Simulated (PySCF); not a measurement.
# BrClH2O, a complex of two parts: interaction energy

One table from this session's results is given with a row withheld; the runs are named, their logs left out.

Computed with PySCF 2.14.0; each step states its level. No surroundings beyond the atoms listed, unless a continuum is named. Atoms count from 0, parts from 1.

### The system as given

5 atoms, charge 0, multiplicity 1; geometry: GFN2-xTB. Parts: 1 = atoms 0–1, `ClBr`, charge 0; 2 = atoms 2–4, `O`, charge 0.

Set-up of the first run:

Job settings and geometry (Å):

```
{"job": {"xc": "PBE0", "basis": "def2-TZVPD", "d3": "d3bj", "grid": 3, "kind": "geom", "shake": 0.01}, "charge": 0, "multiplicity": 1, "parts": [{"atoms": "0-1", "charge": 0, "multiplicity": 1}, {"atoms": "2-4", "charge": 0, "multiplicity": 1}]}
Br     0.958093     0.037736     0.086461
Cl    -1.206936     0.001276    -0.120355
O      3.598748     0.116624     0.260252
H      3.665250     0.967649     0.717729
H      3.628112    -0.578348     0.924590
```

Launch:

```console
$ OMP_NUM_THREADS=1 python cluster_run.py task.json out
```

The driver reads the jobs from task.json and runs them one after another.

Among the steps run: Optimising the geometry at PBE0-D3(BJ)/def2-TZVPD; Coupled-cluster interaction energy: CCSD(T) and MP2, 2.64 Å; Coupled-cluster interaction energy: CCSD(T) and MP2, 2.77 Å; Coupled-cluster interaction energy: CCSD(T) and MP2, 2.91 Å; Coupled-cluster interaction energy: CCSD(T) and MP2, 2.51 Å; Coupled-cluster interaction energy: CCSD(T) and MP2, 3.30 Å; Coupled-cluster interaction energy: CCSD(T) and MP2, 2.38 Å; Coupled-cluster interaction energy: CCSD(T) and MP2, 3.96 Å; Coupled-cluster interaction energy: CCSD(T) and MP2, 5.29 Å.

One of the session's tables, all rows but one given; the rest of the session is left out.

It belongs to the step «Coupled-cluster interaction energy: CCSD(T) and MP2, 5.29 Å». 

| method | interaction energy (kcal/mol) |
| --- | --- |
| HF/aug-cc-pVDZ | -0.38 |
| MP2/aug-cc-pVDZ | -0.42 |
| CCSD/aug-cc-pVDZ | -0.40 |
| CCSD(T)/aug-cc-pVDZ | -0.40 |
| HF/aug-cc-pVQZ | ? |
| MP2/aug-cc-pVQZ | -0.40 |
| SCS-MP2/aug-cc-pVQZ | -0.38 |
| MP2, extrapolated | -0.40 |
| CCSD(T), limit estimate | -0.38 |

Estimate the missing values for HF/aug-cc-pVQZ.

The run gave: interaction energy (kcal/mol): -0.35. In the column «interaction energy (kcal/mol)» it is the highest.
